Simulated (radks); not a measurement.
# Cl³⁺ in [Ne] 3s2 3p1.75 4f0.25: an all-electron calculation

One table from this session's results is given with a row withheld; the runs are named, their logs left out.

The numbers are computed with radks (a radial shooting solver on a logarithmic mesh, Libxc functionals) version 1 (non-relativistic Kohn-Sham, SCAN, spin-polarised, spherical densities, point nucleus; open shells are filled with parallel spins first), except any that are marked as measured or tabulated.

### Starting point

* element: chlorine (Z = 17)
* charge: +3
* electrons: 14
* configuration: [Ne] 3s2 3p1.75 4f0.25

The first run:

Input:

```text
Z 17
configuration [Ne] 3s2 3p1.75 4f0.25
relativity non-relativistic
functional scan,scan
spin polarised
nucleus point
```

One table of the session follows, with a row left open; its other results are not shown here.

It belongs to the step «Orbitals and density». Radial moments (bohr):

| level | <r> | outermost maximum (interpolated) | 90 % within | nodes |
| --- | --- | --- | --- | --- |
| 1s up | 0.09144 | 0.0599 | 0.163 | 0 |
| 1s down | 0.09142 | 0.0599 | 0.163 | 0 |
| 2s up | 0.4435 | 0.362 | 0.692 | 1 |
| 2s down | 0.4435 | 0.363 | 0.692 | 1 |
| 2p up | 0.4053 | 0.302 | 0.671 | 0 |
| 2p down | 0.4053 | 0.302 | 0.671 | 0 |
| 3s up | 1.391 | 1.23 | 2.05 | 2 |
| 3s down | 1.400 | 1.23 | 2.07 | 2 |
| 3p up | 1.496 | 1.30 | 2.25 | 1 |
| 3p down | 1.505 | 1.30 | 2.27 | 1 |
| 4f up | ? | ? | ? | ? |

Estimate the missing values for 4f up.

**Answer.** <r>: 4.935; outermost maximum (interpolated): 4.44; 90 % within: 7.17; nodes: 0. In the column «<r>» it is the highest.
